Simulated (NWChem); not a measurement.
## Basis-set convergence for formic acid (CH2O2)

```xyz
5

O      0.7471     0.8327     0.0000
C      0.1768    -0.3801     0.0000
O     -1.0040    -0.5887     0.0000
H      0.0276     1.4904     0.0000
H      0.9664    -1.1619     0.0000
```
Charge 0, spin multiplicity 1.

Program: NWChem. The geometry was optimised at B3LYP/def2-SVP, a minimum by its harmonic frequencies. It is one conformer; others weren't searched.

Quantity: first vertical ionisation energy at the level G0W0@PBE0.

GW and range-separated runs recompute their integrals, the others keep them in memory, which bears on the times.

The cost column gives rough processor time relative to def2-SVP; each entry includes its own SCF.

| basis | functions | first vertical ionisation energy (eV) | relative cost |
|---|---|---|---|
| def2-SVP | 52 | (withheld) | 1 |
| def2-TZVPP | 121 | 11.08 | 7 |
| def2-TZVPD | 135 | 11.07 | 10 |
| def2-QZVP | 231 | (withheld) | 80 |

Question: What belongs in the gaps?

Answer: 
- def2-SVP, first vertical ionisation energy (eV): 10.63
- def2-QZVP, first vertical ionisation energy (eV): 11.30
